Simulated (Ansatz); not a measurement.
# BSiHO, triplet: the ladder up to UCCSDT(Q)

Geometry: displaced at random from a stationary point.

```xyz
4

O    -0.0225   -0.6951    0.8147
B    -0.0233    0.5328    1.1176
Si    0.0246    0.1431   -0.9652
H    -0.0782    1.3313    1.9769
```

Basis cc-pVDZ; Ansatz 0.2.0. Correlated methods freeze the noble-gas cores, which leaves 14 electrons in 44 orbitals. R marks a restricted (for open shells ROHF) determinant, U an unrestricted one.

Full CI isn't at hand for all of this; UCCSDT(Q) serves as the reference, and is uncertain by the last step of the cluster series or more. The frozen core follows each run's orbitals, which can shift R against U totals by a few meV.

For open shells CISD is restricted-active-space CI with the open shells as a complete middle space.

The UHF ⟨S²⟩ is 2.065, the T1 diagnostic (RCCSD) is 0.0270 and the largest doubles amplitude (RCCSD) is 0.067. The T1 diagnostic (UCCSD) is 0.0280.

| level | E − E(UCCSDT(Q)) (kcal/mol) | share of correlation (%) | wall time |
| --- | --- | --- | --- |
| RHF | 231.14 | 0.00 | – |
| UHF | 226.66 | 1.94 | – |
| RMP2 | 23.94 | 89.64 | – |
| UMP2 | 25.51 | 88.96 | – |
| CISD | 31.62 | 86.32 | 4.2 s |
| RCCSD | 9.66 | 95.82 | – |
| UCCSD | 9.56 | 95.87 | – |
| RCCSD(T) | 1.52 | 99.34 | 3.3 s |
| UCCSD(T) | 1.56 | 99.32 | 3.2 s |
| BCCD(T) | 1.43 | 99.38 | 3.6 s |
| RCCSDT | 0.82 | 99.65 | – |
| UCCSDT | 0.80 | 99.65 | – |
| RCCSDT(Q) | 0.15 | 99.94 | 2.4 min |

The correlation energy at UCCSDT(Q), counted from RHF, is -10.023 eV. That run took 2.2 min on 1 thread of Arm Neoverse V2, shared host.

Times hold each run's SCF and search for its determinant on a shared host, so for small cases they say little of a method's own cost; they ran on 1 thread of Arm Neoverse V2.
